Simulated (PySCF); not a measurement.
Gas-phase reaction: 2 PH3 + Si2H5 → 2 H3SiPH2 + H

Method: PySCF energies (xtb for GFN2) plus ideal-gas RRHO corrections (1 bar). † marks an energy on the PBE0/def2-TZVP geometry and frequencies; other levels use their own. Open shells (unrestricted): Si2H5 (multiplicity 2), H (multiplicity 2); the rest are closed-shell singlets. GFN2 has no spin-polarisation term. B3LYP is the form with VWN-RPA correlation. Si2H5: computed as isolated molecules; such fragments, hydroxides, amides, oligomers or adducts are transient or little studied in the gas.

| level | ΔH°(298 K), kJ |
|---|---|
| B3LYP/def2-TZVP† | 61 |
| BLYP/def2-TZVP† | … |
| GFN2-xTB | 57 |
| HF/def2-TZVP† | 42 |
| PBE/def2-SVP | 46 |
| PBE0/def2-SVP† | … |
| LDA/def2-TZVP† | … |

What belongs in the gaps?


- BLYP/def2-TZVP†, ΔH°(298 K), kJ: 65
- PBE0/def2-SVP†, ΔH°(298 K), kJ: 44
- LDA/def2-TZVP†, ΔH°(298 K), kJ: 39
